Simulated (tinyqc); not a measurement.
Inside a calculation. Method: geometry optimisation on the RHF/sto-6g surface (energies and gradients from PySCF), for H2O, spin multiplicity 1. One step of it, computed by the program tinyqc.

Task: Step 2: move. Quasi-Newton step p = -H^(-1) g (the inverse Hessian comes from BFGS updates; coordinates in the order x, y, z of each atom); steps longer than 0.1 bohr are cut back.

positions after step 1 (bohr):
```
           x          y          z
1O  0.028565   0.028831  -0.030318
2H  0.011715   1.424092   1.213807
3H  0.069324  -1.492607   1.040719
```

gradient (hartree/bohr):
```
              x            y            z
1O   0.00018808  -0.00493910   0.00952535
2H  -0.00022159   0.00974631  -0.00257664
3H   0.00003351  -0.00480721  -0.00694871
```

inverse Hessian in use (bohr^2/hartree):
```
           1          2          3          4          5          6          7          8
1   1.666383   0.012099  -0.004144   0.000034  -0.002811  -0.002448   0.000249  -0.009288
2   0.012099   1.151594   0.178302  -0.001518   0.121730   0.103356  -0.010581   0.393342
3  -0.004144   0.178302   1.609725   0.000399  -0.036892  -0.037961   0.003745  -0.141410
4   0.000034  -0.001518   0.000399   1.666666   0.000220   0.000362  -0.000033   0.001298
5  -0.002811   0.121730  -0.036892   0.000220   1.643657  -0.026822   0.002591  -0.098721
6  -0.002448   0.103356  -0.037961   0.000362  -0.026822   1.646923   0.002086  -0.076534
7   0.000249  -0.010581   0.003745  -0.000033   0.002591   0.002086   1.666451   0.007990
8  -0.009288   0.393342  -0.141410   0.001298  -0.098721  -0.076534   0.007990   1.372045
9   0.006592  -0.281657   0.094903  -0.000761   0.063714   0.057704  -0.005831   0.217943

           9
1   0.006592
2  -0.281657
3   0.094903
4  -0.000761
5   0.063714
6   0.057704
7  -0.005831
8   0.217943
9   1.514060
```

Give: positions after step 2.

Result:

positions after step 2 (bohr):
```
        x       y       z
1O  0.028   0.032  -0.045
2H  0.012   1.409   1.219
3H  0.069  -1.480   1.050
```
